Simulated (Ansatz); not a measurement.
Two shapes of singlet NH4(+).

Shape 1:

```xyz
5

N     0.0328   -0.0172   -0.0336
H     0.5523    0.5992    0.6209
H     0.5778   -0.6318   -0.6233
H    -0.5615    0.5805   -0.5596
H    -0.5874   -0.5594    0.6294
```

Shape 2:

```xyz
5

N     0.0000    0.0000    0.0000
H     0.6420    0.6420    0.6420
H     0.6420   -0.6420   -0.6420
H    -0.6420    0.6420   -0.6420
H    -0.6420   -0.6420    0.6420
```

Basis set: def2-TZVP (spherical functions). Left uncorrelated: 1 orbital. Charge 1, multiplicity 1.

Computed with Ansatz (development build ahead of 0.2.0); each method stands on the lowest determinant of its kind that the runs found.

Task: Which shape is lower in energy, and by how much in each method?

Result:

```tsv
method	E(2) − E(1) (eV)
RHF	0.633
RHF-MP2	0.420
```

Shape 1 is lower.
